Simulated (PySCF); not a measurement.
Stepwise substitution at one centre (B H-Cl). Isolated molecules, 0 K electronic values unless said otherwise. Strings in code marks are SMILES.

The brightest of the four lowest singlets (TDA) from two functionals at the same geometries (CAM-B3LYP-D3(BJ)/def2-TZVP), both in PySCF: PBE-D3(BJ)/def2-TZVP and TPSSh-D3(BJ)/def2-TZVP. Excitations are Tamm–Dancoff values on a coarser integration grid. The basis has no diffuse functions, so Rydberg states are missing or too high.

| species | PBE-D3(BJ)/def2-TZVP (eV) |
|---|---|
| 1 of 3 H replaced by Cl (`BCl`) | 7.18 |
| 2 of 3 H replaced by Cl | 6.66 |
| 3 of 3 H replaced by Cl (`ClB(Cl)Cl`) | 6.70 |

What does TPSSh-D3(BJ)/def2-TZVP give for each?


- 1 of 3 H replaced by Cl (`BCl`): 7.47
- 2 of 3 H replaced by Cl: 7.00
- 3 of 3 H replaced by Cl (`ClB(Cl)Cl`): 7.05
Over these rows, drawn at random from the members with no instability flagged (it was tested for open shells, ions and some series alone), PBE minus TPSSh-D3(BJ): mean -0.33 eV, from -0.35 eV to -0.29 eV.
